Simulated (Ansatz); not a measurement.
Results of PBE in Ansatz (plane waves, PAW) for bcc Na.

Run with plane-wave cutoff 520 eV, 18×18×18 k mesh, Fermi–Dirac smearing 0.1 eV, perturbation theory, force constants from a 6×6×6 q mesh, scalar-relativistic PAW data made under PBE.

Question: Estimate the zero-point energy that the calculation returns.

Answer: 
- zero-point energy = 0.016 eV/atom

Cost on a shared machine: about 14 core-minutes (a rough figure).

Ansatz is a program for electronic structure.
